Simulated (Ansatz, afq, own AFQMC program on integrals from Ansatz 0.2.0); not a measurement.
**BSiH3, singlet in cc-pVDZ, levels against CCSDT(Q)**

```xyz
5

Si    0.0079    0.0000    0.6184
B     0.0812    0.0000   -1.1982
H    -0.6572   -0.9412   -0.6501
H    -0.6572    0.9412   -0.6501
H     0.2244    0.0000   -3.0778
```

Connectivity, by distances: Si–B ··· H, 2 bridging H.

Basis cc-pVDZ. Only valence electrons are correlated. AFQMC by an in-house program on the Cholesky factors that Ansatz 0.2.0 writes for its CCSD(T) run. The CISD trial takes its coefficients from CCSD amplitudes. Released means that phaseless walkers are propagated on without the constraint, phases kept. Error bars are statistical, one sigma.

Determinant: RHF, the one that the program's search chose, which needn't be the lowest solution. The geometry is a point of a scan.

No full CI on the walks' own integrals is used here; CCSDT(Q) serves as the reference and is uncertain by about the last step of the cluster series.

Cautions: restricted determinant unstable towards unrestricted (UHF 29 meV lower, ⟨S²⟩ 0.20).

- T1 diagnostic: 0.0187
- weight of the determinant in the CISD state: 0.840
- size of the correlated space: 10 electrons in 41 orbitals

```csv
level,correlation energy (eV)
MP2,-5.3806
CCSD,-6.4324
CCSD(T),-6.7175
```

(1) Estimate where phaseless AFQMC with a CISD trial lies against CCSD(T) on the same integrals.

(1) 52.7 ± 19.8 meV below CCSD(T).

Reference: CCSDT(Q), correlation energy -6.770 eV. The released energy is read at 2.40 1/Eh (meV from the phaseless value at times in 1/Eh: -5 ± 18 at 0.24, 7 ± 16 at 0.51, 13 ± 16 at 0.99, -25 ± 24 at 1.62, -14 ± 27 at 2.40).

```tsv
level	E − E(reference) (meV)	share of correlation (%)
CCSD(T)	52.4	99.23
CCSDT	17.0	99.75
ph-AFQMC/CISD	-0.3 ± 19.8	100.00
released AFQMC	-14.5 ± 26.9	100.21
```

A walk keeps the symmetry of its determinant, which the program's search chose and which needn't be the lowest solution, so a lower state of the same spin and another symmetry isn't excluded. Released energies are given only where the last usable release times agree within the noise; a slower fall can still hide under it.
